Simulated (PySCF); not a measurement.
## hydrazine: adiabatic energies of losing or gaining an electron at several levels

Structure: `NN` (H4N2).

All levels share the PBE0-D3(BJ)/def2-SVP structures and the PBE0-D3(BJ)/def2-SVP thermal terms; only the single-point energies (PySCF) change. Values are adiabatic energies of losing or gaining an electron (0 K, eV).

```csv
level,ionisation energy to the radical cation,abs. error,time
HF/ma-def2-TZVP,6.86,1.20,1.9 s
CAM-B3LYP-D3(BJ)/ma-def2-TZVP,7.83,0.23,–
CCSD(T)/ma-def2-TZVP,7.85,0.21,3.5 min
MP2/ma-def2-TZVP,7.87,0.19,6.6 s
ATcT 1.112,8.06,,
```

Times are wall times for all single points of a level on 1 thread of Arm Neoverse V1, a shared host; the dash marks the run that also made the structures.

Hartree-Fock leaves out electron correlation, so its ionisation energies and electron affinities from energy differences come out too low, often by 1 eV or more.

The spread: 1.01 eV, from 6.86 to 7.87.

---

# `C[SiH2]` (CH5Si•): adiabatic energies of losing or gaining an electron at several levels

The parent is a doublet.

All levels share the PBE0-D3(BJ)/ma-def2-SVP structures and the PBE0-D3(BJ)/ma-def2-SVP thermal terms; only the single-point energies (PySCF) change. Values are adiabatic energies of losing or gaining an electron (0 K, eV).

| level | ionisation energy to the singlet cation | time |
| --- | --- | --- |
| HF/ma-def2-TZVP | 6.90 | 4.6 s |
| MP2/ma-def2-TZVP | 7.22 | 20 s |
| CCSD(T)/ma-def2-TZVP | 7.30 | 9.5 min |
| B3LYP-D3(BJ)/ma-def2-TZVP | 7.40 | – |

Times are wall times for all single points of a level on 1 thread of Arm Neoverse V1, a shared host; the dash marks the run that also made the structures.

Hartree-Fock leaves out electron correlation, so its ionisation energies and electron affinities from energy differences come out too low, often by 1 eV or more.

The spread: 0.49 eV, from 6.90 to 7.40.

Differences come from unrounded values, so a last digit can differ from that of the printed terms.

---

# Level of theory and adiabatic energies of losing or gaining an electron: silyl radical

Structure: `[SiH3]` (SiH3•). The parent is a doublet.

All levels share the PBE0-D3(BJ)/ma-def2-SVP structures and the PBE0-D3(BJ)/ma-def2-SVP thermal terms; only the single-point energies (PySCF) change. Values are adiabatic energies of losing or gaining an electron (0 K, eV).

Measured (NIST Chemistry WebBook): adiabatic ionisation energy 8.13 eV.

| level | ionisation energy to the singlet cation | time |
| --- | --- | --- |
| HF/aug-cc-pVTZ | 7.60 | 3.5 s |
| MP2/aug-cc-pVTZ | 7.99 | 23 s |
| CCSD(T)/aug-cc-pVTZ | 8.08 | 9 min |
| ωB97X-D3(BJ)/ma-def2-TZVP | 8.11 | – |

Times are wall times for all single points of a level on 1 thread of Arm Neoverse V1, a shared host; the dash marks the run that also made the structures.

Hartree-Fock leaves out electron correlation, so its ionisation energies and electron affinities from energy differences come out too low, often by 1 eV or more.

The spread: 0.51 eV, from 7.60 to 8.11.
